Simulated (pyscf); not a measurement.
Single points on ωB97X-D3(BJ)/def2-SVP structures (PySCF, gas phase).

Problem. Estimate the classical barrier height and the reaction energy of `[F][C]([F])([F])[SiH2][O][SiH3]` + `[H]` [doublet] → `[SiH3][O][SiH3]` + `[F][C]([F])[F]` [doublet] at r²SCAN/def2-TZVP. The step runs on the doublet surface, breaks C–Si and forms H–Si; take the separated reactants as zero.

Solution. ΔE‡ = 1.3 kcal/mol, ΔE = -10.6 kcal/mol. ωB97M-D3(BJ)/def2-TZVP gives 11.1 kcal/mol and -6.6 kcal/mol. Zero-point energy shifts the barrier by +1.5 kcal/mol. It is a substitution at Si, with an imaginary mode of 621i cm⁻¹. Abstraction by the radical was not located in this set and often lies lower. F–C(F)(F)–SiH₂–O–SiH₃ lies 40.1 kcal/mol over its isomer F–CH(F)–SiH(F)–O–SiH₃ (electronic energy, ωB97M-D3(BJ)). One saddle was located; it need not be the lowest between these sides. The angle at the attacked Si is 155°.
